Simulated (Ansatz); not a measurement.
# C2H8Si: the cost of one run

The runs use Ansatz 0.2.0, Gaussian basis; PBE-D4/STO-3G.

1 further run of the same task is left out (it didn't finish).

## 1. Where the work starts

The start, a first-order saddle point found at PBE0-D4 in triple zeta: 11 atoms, charge 0, spin multiplicity 1.

Atoms are counted from 1 here; the program's logs count them from 0.

Bond lengths: Si1–H2 1.605 Å, Si1–H3 1.496 Å, Si1–H4 1.519 Å, Si1–H5 1.496 Å, C6–C7 1.398 Å, C6–H8 1.082 Å, C6–H9 1.082 Å, C7–H10 1.084 Å, C7–H11 1.084 Å. Angles: H2–Si1–H3 87.5°, H2–Si1–H4 132.4°, H2–Si1–H5 87.5°, H3–Si1–H4 97.6°, H3–Si1–H5 163.2°, H4–Si1–H5 97.6°, C7–C6–H8 119.3°, C7–C6–H9 119.3°, H8–C6–H9 116.2°, C6–C7–H10 120.0°, C6–C7–H11 120.0°, H10–C7–H11 115.9°.

As a file:

```xyz
11
charge 0, multiplicity 1
Si   -0.75829    0.84128   -0.48877
H     0.70561    0.52850   -1.06711
H    -1.24402   -0.34795   -1.25554
H    -1.84247    1.81387   -0.91873
H    -0.09810    1.71840    0.52760
C    -0.08142   -0.72288    0.88863
C     1.02530   -0.60312    0.04256
H    -0.04525   -0.27894    1.87429
H    -0.75256   -1.56233    0.76723
H     1.89931   -0.05048    0.36875
H     1.19198   -1.33627   -0.73890
```

## 2. Dynamics

The input, md/in.yaml:

```yaml
crystal:
  periodic: [false, false, false]
  atoms:
    - {symbol: Si, position_ang: [-0.758286, 0.841283, -0.488774]}
    - {symbol: H, position_ang: [0.705615, 0.528503, -1.067114]}
    - {symbol: H, position_ang: [-1.244017, -0.347952, -1.255539]}
    - {symbol: H, position_ang: [-1.842466, 1.813874, -0.918728]}
    - {symbol: H, position_ang: [-0.098104, 1.718405, 0.527604]}
    - {symbol: C, position_ang: [-0.081418, -0.722884, 0.888629]}
    - {symbol: C, position_ang: [1.025301, -0.603119, 0.042556]}
    - {symbol: H, position_ang: [-0.045250, -0.278942, 1.874286]}
    - {symbol: H, position_ang: [-0.752562, -1.562326, 0.767232]}
    - {symbol: H, position_ang: [1.899313, -0.050477, 0.368750]}
    - {symbol: H, position_ang: [1.191975, -1.336265, -0.738901]}
basis:
  gaussian: {orbitals: STO-3G}
hamiltonian: {xc: pbe, dispersion: d4}
md: {n_steps: 30, timestep: 1.0, temperature: 300, ensemble: nvt_nose_hoover, seed: 880, initial_velocities: maxwell_boltzmann}
```

On the command line:

```console
$ ansatz run in.yaml --threads 2 --pin off --events-out ev --progress --plain --max-ram 4352MiB
```

**Question.** How long does this run take on 2 threads of Arm Neoverse V1, shared host?

About 23 s.
